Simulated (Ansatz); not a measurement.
Structure relaxation of Nb2P3

The calculation used DFT PBE, scalar-relativistic, plane waves, PAW in Ansatz. Cutoff 420 eV, Γ-centred k mesh, Gaussian smearing, no spin polarisation in the final step.

The start is a random cell of Nb2P3 with space group P6mm (No. 183), drawn with lower limits on the distances.

```xyz
5
Lattice="4.9802 0.0000 0.0000 -2.4901 4.3130 0.0000 0.0000 0.0000 4.8260" Properties=species:S:1:pos:R:3 pbc="T T T"
Nb    2.4901    1.4377    4.6052
Nb    0.0000    2.8753    4.6052
P     2.4901    0.0000    1.6087
P    -1.2450    2.1565    1.6087
P     1.2450    2.1565    1.6087
```

Cell and atoms relax at zero pressure; the relaxation can't lower the symmetry of the start. After a coarse first stage the cell is made exact in the group found at 0.06 Å.

The zero of energy is the elements' standard structures at the same level; no fitted shifts are applied.

Task: What does it relax into?

Result: It ends in P6/mmm (No. 191). Conventional cell: a = 5.208 Å, c = 4.096 Å. Around Nb lie 6 P at 2.54 Å and 3 Nb at 3.01 Å; P is coordinated by 4 Nb at 2.54 Å and 4 P at 2.60 Å.

```xyz
5
Lattice="5.2083 0.0000 0.0000 -2.6042 4.5105 0.0000 0.0000 0.0000 4.0962" Properties=species:S:1:pos:R:3 pbc="T T T"
Nb    2.6042    1.5035    2.0481
Nb    0.0000    3.0070    2.0481
P     2.6042    0.0000    0.0000
P    -1.3021    2.2553    0.0000
P     1.3021    2.2553    0.0000
```

Task: What are its volume, energy, density and gap?

Result: The volume per atom is 19.25 Å³ and the density is 4.81 g/cm³. The energy over the elements is -0.17 eV/atom and the gap on the 12×12×10 mesh is 0 eV (a metal).

The final run used a 12×12×10 mesh on its 5-atom cell and 0.10 eV smearing. The k mesh leaves about 4 meV/atom of noise in metals. Symmetry constrained the relaxation, so the result can be a saddle point.

Cost: 2 runs of about 2.9 core-minutes in all, on Intel Xeon Platinum 8259CL (Skylake/Cascade Lake) (shared hosts).